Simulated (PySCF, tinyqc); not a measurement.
Inside a calculation. Method: FCI on RHF in the sto-3g basis, frozen core, for HF, spin multiplicity 1. The lowest restricted solution is unstable here: a spin-polarised one lies 0.0995 hartree lower (PySCF). One step of it, computed by the program tinyqc.

Task: FCI: roots. Diagonalise (each vector has its largest component positive (the first on a tie)); all determinants have Ms = 0, so triplets appear too. The lowest singlet root is the correlation energy.

Occupation strings over the orbitals (2 doubly, a alpha, b beta, 0 empty; spin orbitals ordered 1a 1b 2a 2b ...): 222220 2222ab 2a222b 2222ba 2b222a 222202 2a22b2 222022 220222 2b22a2 202222

H - E(HF) between determinants (hartree):
```
           222220     2222ab     2a222b     2222ba     2b222a     222202     2a22b2     222022
222220   0.000000   0.000000   0.000000   0.000000   0.000000   0.277415  -0.017414   0.027156
2222ab   0.000000   0.222588  -0.009153  -0.277415  -0.017414   0.043749   0.051662   0.025636
2a222b   0.000000  -0.009153   1.068028  -0.017414  -0.091817  -0.051662  -0.256953   0.015494
2222ba   0.000000  -0.277415  -0.017414   0.222588  -0.009153  -0.043749  -0.019623  -0.025636
2b222a   0.000000  -0.017414  -0.091817  -0.009153   1.068028   0.051662   0.091679  -0.015494
222202   0.277415   0.043749  -0.051662  -0.043749   0.051662   0.464696   0.037261   0.029585
2a22b2  -0.017414   0.051662  -0.256953  -0.019623   0.091679   0.037261   1.339688   0.014735
222022   0.027156   0.025636   0.015494  -0.025636  -0.015494   0.029585   0.014735   0.612694
220222   0.027156   0.025636   0.015494  -0.025636  -0.015494   0.029585   0.014735   0.053770
2b22a2   0.017414  -0.019623   0.091679   0.051662  -0.256953  -0.037261  -0.113132  -0.014735
202222   0.091817   0.091679   0.009879  -0.091679  -0.009879   0.113132   0.072849   0.193520

           220222     2b22a2     202222
222220   0.027156   0.017414   0.091817
2222ab   0.025636  -0.019623   0.091679
2a222b   0.015494   0.091679   0.009879
2222ba  -0.025636   0.051662  -0.091679
2b222a  -0.015494  -0.256953  -0.009879
222202   0.029585  -0.037261   0.113132
2a22b2   0.014735  -0.113132   0.072849
222022   0.053770  -0.014735   0.193520
220222   0.612694  -0.014735   0.193520
2b22a2  -0.014735   1.339688  -0.072849
202222   0.193520  -0.072849   2.449304
```

Give: lowest roots of this matrix, relative to E(HF); lowest vectors; <S^2> of these roots; weight of the ground state by excitation level 0, 1, 2, ....

Result:

lowest roots of this matrix, relative to E(HF) (hartree): [-0.1331, -0.0561, 0.4652, 0.5589, 0.5632, 0.6552, 0.8942, 0.9352]

lowest vectors, order 222220, 2222ab, 2a222b, 2222ba, 2b222a, 222202, 2a22b2, 222022, 220222, 2b22a2, 202222:
$$\begin{pmatrix}
0.9038 & 0.0000 & -0.1916 & 0.0000 \\
0.0308 & 0.7068 & 0.6507 & 0.0000 \\
-0.0122 & 0.0157 & -0.0555 & 0.0000 \\
-0.0308 & 0.7068 & -0.6507 & 0.0000 \\
0.0122 & 0.0157 & 0.0555 & 0.0000 \\
-0.4240 & 0.0000 & -0.3106 & 0.0000 \\
0.0167 & -0.0156 & -0.0551 & 0.0000 \\
-0.0136 & 0.0000 & -0.0613 & 0.7071 \\
-0.0136 & 0.0000 & -0.0613 & -0.7071 \\
-0.0167 & -0.0156 & 0.0551 & 0.0000 \\
-0.0146 & 0.0000 & -0.0170 & 0.0000
\end{pmatrix}$$

<S^2> of these roots: [0.0000, 2.0000, 0.0000, 0.0000, 0.0000, 0.0000, 2.0000, 0.0000]

weight of the ground state by excitation level 0, 1, 2, ...: [0.8169, 0.0022, 0.1809]

The reference has a weight of only 0.82: one determinant is a poor start here. A root of higher spin lies below E(HF).
